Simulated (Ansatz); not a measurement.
# How close CCSD(T) comes to the exact answer in a basis

Each species is computed at the geometry given (Å), with frozen cores, in Ansatz 0.2.0: RHF-CCSD(T) for singlets, UHF-CCSD(T) otherwise, and full CI in the same basis. The program picks the determinant by a search with trial CCSD, so it needn't be the lowest Hartree–Fock solution. States: H2Br⁺ singlet A1, NS⁺ singlet Σ⁺, H3S⁺ triplet B1, HAlNa doublet A'. Cases whose determinant has another symmetry than full CI's state, or lies over 0.5 eV above the lowest of its kind, whose (Q) step broke down or whose higher cluster runs on it stay over 0.1 eV above full CI weren't drawn. No relativity is included.

Judging by size, spin and bonding and the diagnostics given, rank them by the size of CCSD(T)'s error in total energy against full CI in the same basis, smallest first (an estimate).
A. H$_{3}$S⁺, triplet, 6-31G: S 0.000 -0.074 0.000; H 0.000 2.493 0.000; H 0.000 -0.072 1.520; H 0.000 -0.072 -1.520. T1 0.013, (T) -18 meV in a correlation energy of -1.68 eV
B. NS⁺, singlet, 6-31G: N 0.000 0.000 0.000; S 0.000 0.000 1.306. T1 0.014, (T) -163 meV in a correlation energy of -5.31 eV
C. HAlNa, doublet, cc-pVDZ: Al 0.000 -0.097 1.321; Na 0.000 0.061 -1.651; H 0.000 1.224 2.293. T1 0.041, (T) -48 meV in a correlation energy of -2.19 eV
D. H2Br⁺, singlet, cc-pVDZ: Br 0.000 -0.025 0.000; H 0.000 0.976 -1.046; H 0.000 0.976 1.046. T1 0.007, (T) -77 meV in a correlation energy of -4.19 eV

A (9.0 meV), D (15.6 meV), C (21.6 meV), B (55.3 meV).

```tsv
species	basis	correlated electrons	CCSD(T) − full CI (meV)	CCSDT(Q) − full CI (meV)	unpaired electrons (full CI)	T1	⟨S²⟩ of the determinant
H3S⁺, triplet	6-31G	8	9.0	0.0	2.03	0.013	2.01
H2Br⁺, singlet	cc-pVDZ	8	15.6	0.7	0.04	0.007	0.00
HAlNa, doublet	cc-pVDZ	5	21.6	0.2	1.08	0.041	0.83
NS⁺, singlet	6-31G	10	55.3	-1.4	0.11	0.014	0.00
```

Unpaired electrons are Σ n²(2−n)² over natural occupations; an open shell counts its own unpaired electrons too. Frozen cores follow each run's orbitals, which moves totals by a few meV.
